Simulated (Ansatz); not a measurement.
# BHS: the cost of one run

Method: def2-QZVPP, core rule «outside noble gas», up to 6 orbitals frozen; program: Ansatz 0.2.0, Gaussian basis.

To be run: UHF; ROHF; CCSD(T) on UHF.

2 further runs of the same task are left out: 2 set aside as unsound or not needed.

## 1. The system

The geometry is a PBE0/def2-TZVP stationary point (not a proven minimum) of the parent state, kept for this charge and spin.

3 atoms, charge 1, spin multiplicity 4.

Atoms are counted from 1 here; the program's logs count them from 0.

Bond lengths: B1–S2 1.710 Å, S2–H3 1.369 Å. Angles: B1–S2–H3 103.8°.

## 2. UHF

in.yaml reads:

```yaml
crystal:
  periodic: [false, false, false]
  atoms:
    - {symbol: B, position_ang: [0.000000, 0.089300, 1.293314]}
    - {symbol: S, position_ang: [0.000000, -0.068618, -0.409085]}
    - {symbol: H, position_ang: [0.000000, 1.225097, -0.857906]}
basis:
  gaussian: {orbitals: "def2-QZVPP.json"}
total_charge: 1
magnetization: {spin_polarized: true, initial_magnetization: 3}
hamiltonian: {xc: hf}
output: {orbitals: {seedname: orbitals}}
```

Launch:

```bash
ansatz run in.yaml --threads 1 --pin off --events-out ev --progress --plain --max-ram 2393MiB
```

Q: Estimate wall time and peak memory on 1 thread of Arm Neoverse V2, shared host.

About 6 s, with a peak of 0.3 GiB.
